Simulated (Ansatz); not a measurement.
# SiH₄ with SiH₃F: structure and interaction energy

Aim: relax the pair, then compute its interaction energy with counterpoise at many levels, up to CCSD(T).

Computed with Ansatz 0.2.0, Gaussian basis. Level: PBE0-D4 structure, single points in def2-TZVPPD.

Levels: PBE-D4, revPBE-D4, BLYP-D4, r2SCAN-D4, B97M-V, PBE0-D4, B3LYP-D4, HSE06-D4, wB97X-V, wB97M-V, B2PLYP, Hartree-Fock, MP2, CCSD, CCSD(T). The reference is CCSD(T) extrapolated to the basis limit.

Correlated methods freeze the cores. B3LYP uses VWN-RPA correlation. B2PLYP carries no dispersion term here.

176 further runs of the same task are left out: 176 set aside as unsound or not needed. Runs told in other sessions of the task aren't counted.

## Step 1: The starting structure

The pair, from a GFN2-xTB docking trial: 10 atoms, charge 0, spin multiplicity 1.

Atoms are counted from 1 here; the program's logs count them from 0.

Bond lengths: Si1–H2 1.461 Å, Si1–H3 1.458 Å, Si1–H4 1.463 Å, Si1–H5 1.463 Å, Si6–F7 1.606 Å, Si6–H8 1.456 Å, Si6–H9 1.453 Å, Si6–H10 1.455 Å. Angles: H2–Si1–H3 110.4°, H2–Si1–H4 109.7°, H2–Si1–H5 108.6°, H3–Si1–H4 110.0°, H3–Si1–H5 109.3°, H4–Si1–H5 108.8°, F7–Si6–H8 104.9°, F7–Si6–H9 105.6°, F7–Si6–H10 105.3°, H8–Si6–H9 113.3°, H8–Si6–H10 112.9°, H9–Si6–H10 113.8°.

Coordinates:

```csv
atom,x (Å),y (Å),z (Å)
Si1,0.03930,-0.02330,-2.06270
H2,1.33640,0.13430,-1.40960
H3,-0.63440,1.26550,-2.17260
H4,-0.78770,-0.95770,-1.29870
H5,0.25410,-0.57130,-3.40240
Si6,-0.03720,-0.04590,2.11960
F7,-0.10810,1.25240,1.17720
H8,0.57290,0.42070,3.35630
H9,0.78300,-1.00590,1.39990
H10,-1.41830,-0.46880,2.29300
```

Atoms 1 to 5 are fragment A (SiH₄), the rest fragment B (SiH₃F).

## Step 2: A first relaxation in a small basis

Contents of pre/in.yaml:

```yaml
crystal:
  periodic: [false, false, false]
  atoms:
    - {symbol: Si, position_ang: [0.039300, -0.023300, -2.062700]}
    - {symbol: H, position_ang: [1.336400, 0.134300, -1.409600]}
    - {symbol: H, position_ang: [-0.634400, 1.265500, -2.172600]}
    - {symbol: H, position_ang: [-0.787700, -0.957700, -1.298700]}
    - {symbol: H, position_ang: [0.254100, -0.571300, -3.402400]}
    - {symbol: Si, position_ang: [-0.037200, -0.045900, 2.119600]}
    - {symbol: F, position_ang: [-0.108100, 1.252400, 1.177200]}
    - {symbol: H, position_ang: [0.572900, 0.420700, 3.356300]}
    - {symbol: H, position_ang: [0.783000, -1.005900, 1.399900]}
    - {symbol: H, position_ang: [-1.418300, -0.468800, 2.293000]}
basis:
  gaussian: {orbitals: def2-SVP}
hamiltonian: {xc: pbe, dispersion: d4}
relax: {f_tol: 0.03, max_steps: 250}
```

Command:

```
> ansatz run in.yaml --threads 4 --pin off --events-out ev --progress --plain --max-ram 9574MiB
```

After this run come: Relaxation at PBE0-D4; PBE-D4/def2-TZVPPD; r2SCAN-D4/def2-TZVPPD; PBE0-D4/def2-TZVPPD; B3LYP-D4/def2-TZVPPD; wB97X-V/def2-TZVPPD; wB97M-V/def2-TZVPPD; B2PLYP/def2-TZVPPD; BLYP-D4/def2-TZVPPD; revPBE-D4/def2-TZVPPD; B97M-V/def2-TZVPPD; HSE06-D4/def2-TZVPPD; CCSD(T)/def2-TZVPPD; MP2/def2-QZVPPD; Hartree-Fock/STO-3G; PBE-D4/STO-3G; B3LYP-D4/6-31G; SPW92/def2-SVP; PBE-D4/def2-SVP; PBE0-D4/def2-SVP; wB97M-V/def2-SVP; CCSD(T)/def2-SVP; Vibrations of the pair.

Before running it: what results should come out? Wanted: interaction energy, CCSD(T)/CBS; of it Hartree-Fock; D4 term of PBE0-D4; shortest contact; lowest wavenumber.

The runs gave:

| quantity | value |
| --- | --- |
| interaction energy, CCSD(T)/CBS | -59 meV |
| of it Hartree-Fock (basis limit) | +19 meV |
| D4 term of PBE0-D4 | -49 meV |
| shortest contact | H4–F7 3.01 Å |
| lowest wavenumber | 7 cm⁻¹ |

The pair is bound by 59 meV at fixed fragment shapes. Hartree-Fock doesn't bind it at this geometry, so correlation, mostly dispersion, holds it together. revPBE-D4 is the best functional here (-2 meV from CCSD(T)/CBS); B2PLYP is the worst (+46 meV). BLYP-D4 is as near within the digits shown. By rung, the mean size of the error is: GGA 5, meta-GGA 5, hybrid 8, screened hybrid 7, range-separated hybrid 5, double hybrid 46 meV. The double hybrids carry no dispersion term here, unlike the levels marked D4 or V. PBE-D4 gives an interaction energy 11 meV too low, an error of 19 % of the reference. CCSD(T) moves by -9 meV from triple zeta to the limit; gaps between functionals far smaller than that don't rank them. A lower arrangement may exist.
